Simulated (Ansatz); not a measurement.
# C₂H₃O₂ radical: one species, many methods

One table from this session's results is given with a row withheld; the runs are named, their logs left out.

Program: Ansatz 0.2.0, Gaussian basis. Level of theory: functionals in def2-TZVPP, the program's frozen cores in correlated methods. These are calculated values, not measurements.

Levels to be run: PBE-D4, r2SCAN-D4, PBE0-D4, B3LYP-D4, ωB97X-V, ωB97M-V, B2PLYP; CCSD(T)/def2-TZVPP; CCSD(T)/def2-QZVPP; extrapolation to the limit.

## Structure used throughout

The geometry comes from an earlier relaxation with PBE0-D4 in a triple-zeta def2 set; it is a stationary point, not always the lowest conformer.

SMILES `CC([O])=O`, 7 atoms, charge 0, spin multiplicity 2.

Atoms are counted from 1 here; the program's logs count them from 0.

Bond lengths: C1–C2 1.483 Å, C1–H5 1.090 Å, C1–H6 1.093 Å, C1–H7 1.090 Å, C2–O3 1.250 Å, C2–O4 1.250 Å. Angles: C2–C1–H5 110.1°, C2–C1–H6 108.5°, C2–C1–H7 110.1°, H5–C1–H6 108.7°, H5–C1–H7 110.8°, H6–C1–H7 108.6°, C1–C2–O3 124.5°, C1–C2–O4 124.5°, O3–C2–O4 111.0°.

The first run:

in.yaml

```yaml
crystal:
  periodic: [false, false, false]
  atoms:
    - {symbol: C, position_ang: [0.140212, 0.458279, -0.483754]}
    - {symbol: C, position_ang: [-0.172439, -0.522748, 0.582990]}
    - {symbol: O, position_ang: [0.639016, -0.901620, 1.455647]}
    - {symbol: O, position_ang: [-1.274886, -1.097492, 0.715179]}
    - {symbol: H, position_ang: [-0.765500, 0.983160, -0.787680]}
    - {symbol: H, position_ang: [0.537378, -0.081815, -1.346662]}
    - {symbol: H, position_ang: [0.896218, 1.162256, -0.135720]}
basis:
  gaussian: {orbitals: def2-TZVPP}
magnetization: {spin_polarized: true, initial_magnetization: 1}
hamiltonian: {xc: pbe, dispersion: d4}
output: {forces: true, orbitals: {seedname: orbitals}}
```

Run with:

```bash
> ansatz run in.yaml --threads 2 --pin off --events-out ev --progress --plain --max-ram 32768MiB --backend cpu
```

Among the steps run: PBE-D4 (GGA); r2SCAN-D4 (meta-GGA); PBE0-D4 (hybrid); B3LYP-D4 (hybrid); ωB97X-V (range-separated); ωB97M-V (range-separated); B2PLYP (double hybrid); CCSD(T) in def2-TZVPP; CCSD(T) in def2-QZVPP.

One of the session's tables, all rows but one given; the rest of the session is left out.

```
            method  atomisation energy (eV)
            PBE-D4                   31.443
         r2SCAN-D4                   30.317
           PBE0-D4                   30.090
          B3LYP-D4                   29.931
           ωB97X-V                   29.815
           ωB97M-V                   29.813
            B2PLYP                   29.608
     HF/def2-TZVPP                   20.226
    MP2/def2-TZVPP                   29.169
   CCSD/def2-TZVPP                   28.045
CCSD(T)/def2-TZVPP                   28.779
           MP2/CBS                        ?
       CCSD(T)/CBS                   29.557
```

Estimate the missing values for MP2/CBS.

**Answer.** atomisation energy (eV): 29.970. In the column «atomisation energy (eV)» it lies between B3LYP-D4 (29.931) and PBE0-D4 (30.090).

Limits of these values: Free atoms (2 C, 2 O, 3 H) were run apart at each level; the atomisation energy is their sum less the molecule, without zero-point or spin-orbit terms.
